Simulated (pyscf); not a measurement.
Optimised with ωB97X-D3(BJ)/def2-SVP in PySCF.

Task: For H₂N–SiH(OH)–OH (SMILES N[SiH](O)O) + H₂ (SMILES [H][H]) -> HO–SiH₂–OH (SMILES O[SiH2]O) + NH₃ (SMILES N), a four-centre exchange (singlet surface; N–Si, H–H broken, H–Si, H–N formed), PBE/def2-TZVP gives ΔE‡ = 163.5 kJ/mol and ΔE = +45.9 kJ/mol (zero: the separated reactants). In which direction and how far do r²SCAN/def2-TZVP, M06-2X/def2-TZVP, ωB97M-D3(BJ)/def2-TZVP move these?

Result: r²SCAN: ΔE‡ = 180.0 kJ/mol, ΔE = +56.8 kJ/mol; M06-2X: ΔE‡ = 201.4 kJ/mol, ΔE = +64.8 kJ/mol; ωB97M-D3(BJ): ΔE‡ = 182.8 kJ/mol, ΔE = +52.9 kJ/mol. PBE's barrier lies under all of them, by 16.5 to 37.9 kJ/mol. Its reaction energy lies under all of them, by 7.0 to 18.9 kJ/mol. One saddle was located; it need not be the lowest between these sides.
